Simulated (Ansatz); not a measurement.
Geometry optimisation, RHF/def2-SVP in Ansatz 0.2.0.

input.yaml

```yaml
crystal:
  periodic: [false, false, false]
  atoms:
    - { symbol: Si, position_ang: [-0.103121, 0.213986, -0.124303] }
    - { symbol: H, position_ang: [-0.105205, 0.152717, 1.344712] }
    - { symbol: H, position_ang: [1.293938, 0.278911, -0.60664] }
    - { symbol: H, position_ang: [-0.78899, 1.473557, -0.517685] }
    - { symbol: Si, position_ang: [-1.24018, -1.671191, -0.997189] }
    - { symbol: H, position_ang: [-1.879011, -2.437148, 0.104037] }
    - { symbol: H, position_ang: [-2.314971, -1.264416, -1.939345] }
    - { symbol: H, position_ang: [-0.301843, -2.560651, -1.72154] }
    - { symbol: O, position_ang: [1.01784, -2.086283, 1.211595] }
    - { symbol: H, position_ang: [0.800562, -2.959337, 1.507045] }
    - { symbol: H, position_ang: [0.65388, -1.475145, 1.869715] }
basis:
  gaussian: { orbitals: def2-SVP }
hamiltonian:
  xc: hf
relax:
  f_tol: 0.03
  max_steps: 50
output:
  orbitals: {}
```

Launched with:

```bash
$ ansatz run input.yaml --threads 1 --pin off --max-ram 2048MiB --backend cpu --events-out ev --progress --plain --runs-dir out
```

Q: Where does it end, and by what steps?

A: The run converged. The force dipped under the threshold on the way, but the program's further checks kept it going. After 26 steps the energy has fallen by 0.178 eV; H11 moved furthest, 1.02 Å.

| step | energy less start (eV) | largest force component (eV/Å) | accepted |
| --- | --- | --- | --- |
| 0 | 0.0000 | 1.090 | yes |
| 1 | -0.1088 | 0.334 | yes |
| 2 | -0.1278 | 0.320 | yes |
| 3 | -0.1460 | 0.183 | yes |
| 4 | -0.1543 | 0.059 | yes |
| 5 | -0.0360 | 2.922 | no |
| 6 | -0.1581 | 0.150 | yes |
| 7 | -0.1602 | 0.089 | yes |
| 8 | -0.1675 | 0.044 | yes |
| 9 | -0.1013 | 2.349 | no |
| 10 | -0.1704 | 0.027 | yes |
| 11 | -0.1700 | 0.468 | no |
| 12 | -0.1716 | 0.056 | yes |
| 13 | -0.1725 | 0.111 | yes |
| 14 | -0.1727 | 0.266 | yes |
| 15 | -0.1755 | 0.007 | yes |
| 16 | -0.1718 | 0.687 | no |
| 17 | -0.1760 | 0.181 | yes |
| 18 | -0.1765 | 0.161 | yes |
| 19 | -0.1765 | 0.184 | no |
| 20 | -0.1772 | 0.037 | yes |
| 21 | -0.1776 | 0.003 | yes |
| 22 | -0.1770 | 0.301 | no |
| 23 | -0.1779 | 0.080 | yes |
| 24 | -0.1780 | 0.122 | yes |
| 25 | -0.1779 | 0.097 | no |
| 26 | -0.1784 | 0.017 | yes |

```xyz
11
Properties=species:S:1:pos:R:3
Si -0.170 0.384 -0.218
H -0.350 0.639 1.231
H 1.274 0.325 -0.544
H -0.754 1.538 -0.954
Si -1.272 -1.612 -0.870
H -1.998 -2.222 0.272
H -2.271 -1.329 -1.934
H -0.312 -2.605 -1.414
O 0.940 -2.136 1.371
H 1.435 -2.870 1.037
H 0.512 -2.449 2.154
```

Whether the end is a true minimum wasn't checked by a vibrational analysis.

The run took 35 s on 1 thread of Arm Neoverse V1, on a shared host, peak memory 0.16 GiB.
